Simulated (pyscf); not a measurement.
**Substitution at Si: H₃Si–O–SiH₃ (SMILES [SiH3]O[SiH3]) + H• (SMILES [H]) → H₃Si–O–SiH₃ (SMILES [SiH3]O[SiH3]) + H• (SMILES [H])**

Gas phase, doublet surface, charge 0. Bonds broken: Si1–H10. Bonds formed: Si1–H5. Single points on ωB97X-D3(BJ)/def2-SVP structures (PySCF, gas phase). Correlated levels are frozen-core, on RHF or UHF. ΔMP2 is the change of the MP2 total energy from the triple- to the quadruple-zeta basis.

Transition state (Å):

```xyz
10

Si    -1.4771     0.6109     0.1032
O     -0.2035    -0.3179    -0.4115
Si     0.7847    -0.5065    -1.7312
H     -2.1150     1.2930    -1.0946
H     -2.7952    -0.3424     0.0355
H     -0.9906     1.8505     0.8175
H      0.0538    -0.1229    -2.9756
H      1.2014    -1.9319    -1.8168
H      1.9936     0.3548    -1.5950
H     -1.8814    -0.0097     1.5028
```

One imaginary mode, 485i cm⁻¹; descent along it reached the two sides named.

| bond | change | reactant side (Å) | saddle | product side |
|---|---|---|---|---|
| Si1–H10 | breaks | 1.488 | 1.583 | 3.8 |
| Si1–H5 | forms | 3.6 | 1.628 | 1.487 |

Electronic energies relative to the separated reactants (kJ/mol):

```tsv
level	barrier	reaction energy	reverse barrier
ωB97X-D3(BJ)/def2-TZVP	50.5	0.0	50.5
PBE/def2-TZVP	23.2	0.0	23.2
r²SCAN/def2-TZVP	19.5	0.0	19.5
B3LYP-D3(BJ)/def2-TZVP	33.1	0.0	33.1
PBE0-D3(BJ)/def2-TZVP	35.4	0.0	35.4
M06-2X/def2-TZVP	56.1	0.0	56.1
ωB97M-D3(BJ)/def2-TZVP	51.0	0.0	51.0
HF/def2-TZVP	123.0	0.0	123.0
MP2/def2-QZVPP	76.7	0.0	76.7
CCSD/def2-TZVPP	66.0	0.0	66.0
CCSD(T)/def2-TZVPP	61.7	0.0	61.7
CCSD(T)/def2-TZVPP + ΔMP2(QZVPP)	58.8	0.0	58.8
```

With CCSD(T)/def2-TZVPP + ΔMP2(QZVPP) energies and thermal terms (ideal gas, 1 atm, RRHO with modes under 100 cm⁻¹ raised to 100, one conformer, R ln 2 for chiral ones without a mode under 150 cm⁻¹), in kJ/mol:

| T (K) | ΔH‡ | ΔG‡ | ΔH | ΔG |
|---|---|---|---|---|
| 298 | 56.0 | 85.9 | 0.0 | 0.0 |
| 600 | 53.9 | 117.0 | 0.0 | 0.0 |
| 900 | 52.7 | 148.8 | 0.0 | 0.0 |
| 1200 | 51.7 | 181.0 | 0.0 | 0.0 |

The same reactants have a lower exit, to •H₂Si–O–SiH₃ + H₂ (barrier +21.1 kJ/mol at ωB97M-D3(BJ)/def2-TZVP, against +51.0 kJ/mol here). One saddle was located; it need not be the lowest between these sides. The angle at the attacked Si is 66° (front-side attack). The CCSD(T) − MP2 part came from Ansatz, without density fitting, on the same reference.
